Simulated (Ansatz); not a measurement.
Run this with Ansatz's Python interface and show what comes out.

The script, `alfh.py`:
```python
"""One bond of AlFH held at set lengths while the rest relaxes."""

import logging
import sys

import ansatz as az
import numpy as np

logging.basicConfig(stream=sys.stdout, format="[%(levelname)s] %(message)s")
log = logging.getLogger("run")
log.setLevel(logging.INFO)

GEOMETRY = """
F     0.98710    0.98400    0.63860
Al   -0.46090    0.26540   -0.22050
H    -0.53710   -1.31430   -0.43130
"""

geometry = az.Crystal.molecule()
for line in GEOMETRY.strip().splitlines():
    symbol, *xyz = line.split()
    geometry = geometry.atom(symbol, [float(v) for v in xyz])

calculation = (
    geometry.calculation()
    .basis(gaussian="def2-SVP")  # atom-centred Gaussian functions
    .functional("pbe0")
    .spin("collinear", total=1)  # two spin channels
)
symbols = [site.symbol for site in geometry.cartesian_sites]
pairs = [(0, 1), (1, 2)]
print("held (A)   E (eV)        ", "  ".join(f"{symbols[i]}{i}-{symbols[j]}{j}" for i, j in pairs))
for length in [1.68, 1.83, 1.98, 2.2, 2.47]:
    summary = calculation.relax(constraints=[az.DistanceConstraint((0, 1), at=length)], force_tolerance=0.02, max_steps=60).run().report
    xyz = np.array(summary["positions_ang"])
    print(f"{length:6.2f} {summary['free_energy_ev']:14.5f}  ", "  ".join(f"{np.linalg.norm(xyz[i] - xyz[j]):.3f}" for i, j in pairs))
```

```console
$ python alfh.py
held (A)   E (eV)         F0-Al1  Al1-H2
DeckWarning: relax.constraints: the input's atoms, or those drawn, lie off the distances that are held; a relaxation that starts there is brought onto them ahead of its first SCF, by positions alone, an atom by 7.53e-2 Å at the most. With the symmetry [...]
  1.68    -9320.36061   1.680  1.613
  1.83    -9320.08204   1.830  1.610
  1.98    -9319.52171   1.980  1.610
  2.20    -9318.55804   2.200  1.610
  2.47    -9317.45524   2.470  1.614
```
(Warnings from the package without file and line, shortened, repeats left out.)

Notes:
- Total energies depend on the basis set; only differences at equal settings carry meaning.
- The energies are electronic: no zero-point or thermal terms, and the basis set is short of its limit.
- The species is open-shell (spin multiplicity 2).
- Hardware and time: 17 s on 1 thread of Arm Neoverse V2 (shared host), peak memory 0.18 GiB.
